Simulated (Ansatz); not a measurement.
System: CH$_{4}$S, charge 1, doublet. CH4S+ (parent SMILES CS, doublet).
B3LYP-D3(BJ)/def2-TZVP minimum from Ansatz (a quantum-chemistry and plane-wave program):
```
C
H 1 1.0874
H 1 1.0973 2 111.66
H 1 1.0973 2 111.66 3 121.10
S 1 1.7780 2 107.97 3 -119.45
H 5 1.3584 1 98.44 2 180.00
```
Charge +1, spin multiplicity 2.

Hartree-Fock and MP2 correlation energies in hartree (Ansatz). UHF or UKS for unpaired electrons; spin-orbit terms are left out. Cores are frozen in correlated methods. No relativity.

```csv
basis,X,E(HF),"E(corr, MP2)"
cc-pV(T+d)Z,3,-437.45467,-0.32253
cc-pV(Q+d)Z,4,-437.46112,-0.34574
cc-pV(5+d)Z,5,-437.46254,withheld
```

**Question.** Fit E(corr) = E∞ + A/X³ to X = 3 and 4, predict X = 5, and compare with the run.

**Answer.** A = (-0.32253 - (-0.34574))/(1/27 - 1/64) = 1.0840; E∞ = -0.34574 - A/64 = -0.36268; at X = 5, E∞ + A/125 = -0.35401. The run gave -0.35511, 1.10 mEh below the prediction. The same form on X = 4 and 5 gives E∞ = -0.36494, 2.26 mEh below the first estimate.
